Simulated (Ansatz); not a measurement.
AlH2(vinyl) (C2H5Al). Charge 0, multiplicity 1. Geometry relaxed at PBE0-D4/def2-TZVP.

Cartesian coordinates in Å:
```
Al -0.401 -0.115 1.422
H -1.710 -0.217 2.315
H 1.044 -0.101 2.082
C -0.480 0.005 -0.510
C 0.654 0.114 -1.210
H -1.409 -0.006 -1.080
H 1.627 0.129 -0.723
H 0.676 0.192 -2.296
```

Estimate the harmonic wavenumbers at RKS PBE0-D4/def2-TZVP (Ansatz, unscaled). Is this a minimum?

157, 203, 416, 519, 624, 652, 784, 1004, 1020, 1066, 1284, 1437, 1640, 1916, 1923, 3107, 3127, 3186 cm⁻¹. Yes, no mode is imaginary beyond noise. Zero-point energy 143.9 kJ/mol. Hardware: 4 threads of Arm Neoverse V1 on a shared host. Wall time 40 s.
